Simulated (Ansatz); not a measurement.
We consider litharge SnO, described by LDA (Ansatz, an electronic-structure program, PAW).

Rigid layers of the crystal as relaxed at this level are moved apart or together:

| run | k mesh | layer repeat (Å) | energy against free layers (meV/Å²) | gap on the mesh (eV) |
|---|---|---|---|---|
| 1 | 10×10×8 | 4.54 | -30.62 | 0.000 |
| 2 | 10×10×8 | 4.69 | -31.10 | 0.000 |
| 3 | 10×10×8 | 4.84 | -30.17 | 0.000 |
| 4 | 10×10×8 | 5.04 | -27.66 | 0.352 |
| 5 | 10×10×6 | 5.34 | -22.68 | 0.823 |
| 6 | 10×10×6 | 5.84 | -14.61 | 1.554 |
| 7 | 10×10×6 | 6.84 | -4.68 | 2.306 |
| 8 | 10×10×4 | 8.84 | -0.04 | 2.769 |

The lowest energy of these points lies at a layer repeat of 4.69 Å.

Spin–orbit coupling is not included.

Note: the cell comes from a level without a dispersion term, which matters for the spacing of layers, chains or molecules.
